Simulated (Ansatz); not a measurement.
## 1T (CdI2-type) TiSe₂: bulk modulus by level of theory

No measured value is used here.

```csv
level (code),value (GPa),cell (Å³/atom)
LDA (Ansatz),44.3,19.81
PBE (Ansatz),4.1,24.37
PBEsol (Ansatz),[?],20.74
```

Complete the blanks.


- PBEsol (Ansatz, a program for electronic structure), value (GPa): 29.9

LDA, PBE, PBEsol: the cell comes from a level without a dispersion term, which matters for the spacing of layers, chains or molecules. Each level is taken at its own relaxed cell. Ansatz's density-functional and Hartree–Fock values are scalar-relativistic unless marked +SOC, with PAW data made under PBE.
